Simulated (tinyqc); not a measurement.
Harmonic frequencies on the UHF/sto-3g surface (energies and gradients from PySCF), for H2O+, spin multiplicity 2, step by step. One step of it, computed by the program tinyqc.

Question. One row of the Hessian: 1Oy. Displace 1Oy by +/-0.01 bohr; H(k, :) = (g(+) - g(-)) / (2 delta).

optimised positions (bohr):
```
            x          y          z
1O   0.154694  -0.027416  -0.053648
2H  -0.072329   1.557923   1.062161
3H  -0.050239  -1.636332   1.032390
```

gradient at +delta (hartree/bohr):
```
              x            y            z
1O  -0.00005316   0.00726553   0.00008256
2H   0.00051806  -0.00361215  -0.00254577
3H  -0.00046490  -0.00365338   0.00246322
```

gradient at -delta (hartree/bohr):
```
              x            y            z
1O   0.00002964  -0.00722038   0.00003613
2H  -0.00050253   0.00353672   0.00246979
3H   0.00047289   0.00368366  -0.00250592
```

Give: row of the Hessian.

Answer.

row of the Hessian (hartree/bohr^2): 1Ox -0.00414, 1Oy 0.72430, 1Oz 0.00232, 2Hx 0.05103, 2Hy -0.35744, 2Hz -0.25078, 3Hx -0.04689, 3Hy -0.36685, 3Hz 0.24846
